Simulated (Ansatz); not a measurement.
in.yaml

```yaml
crystal:
  periodic: [false, false, false]
  atoms:
    - {symbol: Si, position_ang: [0.000000, 0.000000, 0.000000]}
    - {symbol: F, position_ang: [0.000000, 0.000000, 1.728000]}
basis:
  gaussian: {orbitals: 6-31G}
total_charge: 1
magnetization: {spin_polarized: true, initial_magnetization: 0}
hamiltonian: {xc: hf}
output: {orbitals: {seedname: orbitals}}
```

```sh
$ ansatz run in.yaml --threads 1 --pin off --events-out ev --progress --plain --max-ram 2393MiB
```

Output:

```
215 factors; integrals over basis functions are off by at most 1.9e-4 eV
mean field evaluation 1: about -10549.5990 eV, gradient 4.9e1 eV
mean field evaluation 2: about -10549.7171 eV, gradient 4.9e1 eV
mean field evaluation 4: about -10558.2409 eV, gradient 3.2e0 eV
mean field evaluation 8: about -10558.4092 eV, gradient 3.2e-1 eV
mean field evaluation 16: about -10552.5867 eV, gradient 1.4e1 eV
mean field evaluation 32: about -10555.0935 eV, gradient 6.7e0 eV
mean field -10558.41104031 eV, -388.0144489832 hartree, gradient 2.3e-5 eV, S^2 0.000000; 0 other end points of the search recorded, 0 dependent functions left out
reference -10558.41104031 eV, -388.0144489832 hartree; 11, 11 occupied and 11, 11 virtual orbitals, 215 factors
Total energy: -10558.41104031 eV, -388.0144489832 hartree
```

Ran on 1 thread of Arm Neoverse V2, shared host: 0.12 s wall, 0.06 GiB peak host memory.
